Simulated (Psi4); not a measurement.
Process, species as SMILES: FC(F)(F)F + 4 [H][H] (H2) → C (CH4) + 4 F (HF)
B3LYP-D3(BJ)/def2-TZVP geometries, fixed; electronic energies without zero-point terms.
Largest species:
```xyz
5

C      0.0000     0.0000     0.0000
F      0.7629     0.7657     0.7682
F     -0.7843    -0.7493     0.7628
F     -0.7467     0.7653    -0.7843
F      0.7680    -0.7817    -0.7466
```

Effect of the integral screening threshold at B3LYP/aug-cc-pVTZ with Psi4, against the last row, where the energy of full hydrogenation is -68.61 kcal/mol.

```tsv
setting	largest shift of a total energy (mEh)	shift of the energy of full hydrogenation (kcal/mol)
ints_tolerance: 1e-6	0.007	-0.004
ints_tolerance: 1e-8	0.000	0.000
ints_tolerance: 1e-10	0.000	0.000
ints_tolerance: 1e-14	0.000	0.000
```

Within 0.02 kcal/mol in the energy of full hydrogenation: ints_tolerance: 1e-6; ints_tolerance: 1e-8; ints_tolerance: 1e-10. The largest shift is 0.007 mEh in a total energy and 0.004 kcal/mol in the difference.
